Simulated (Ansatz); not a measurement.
Si₂H⁺, relaxed as a singlet with RKS PBE0-D4/def2-TZVP in Ansatz, starting from the GFN2-xTB geometry. Force threshold 0.02 eV/Å.

The restricted singlet is unstable: a solution with broken spin symmetry lies lower. At PBE0-D4/def2-TZVP a triplet of charge 1 lies 0.98 eV below the restricted singlet, each at its own geometry. The structure comes from a short search, and lower isomers may exist.

Start:

```xyz
3

Si    0.1173    0.1993    0.0561
Si   -0.9678   -1.6456   -0.4587
H     0.8505    1.4463    0.4025
```

(1) Estimate the energy that the relaxation releases and the steps that it takes.

(2) Does the start keep its bonding and symmetry?

(3) Predict the relaxed structure.

## Answers

(1) 3.4 kJ/mol, in 3 steps; 12 s on 4 threads of Arm Neoverse V1 on a shared host. No frequencies were taken in this run, so the end may be a saddle point.

(2) By distances, no bond broke or formed. The bond that changes most is Si1–Si2, from 2.20 to 2.27 Å (atoms count from 1). Point group C∞v at the start, C∞v at the end, both within 0.05 Å.

(3) 
```xyz
3

Si    0.128    0.218    0.061
Si   -0.991   -1.686   -0.470
H     0.863    1.468    0.409
```
Bond lengths: 1 × Si–Si 2.27 Å; 1 × H–Si 1.49 Å.
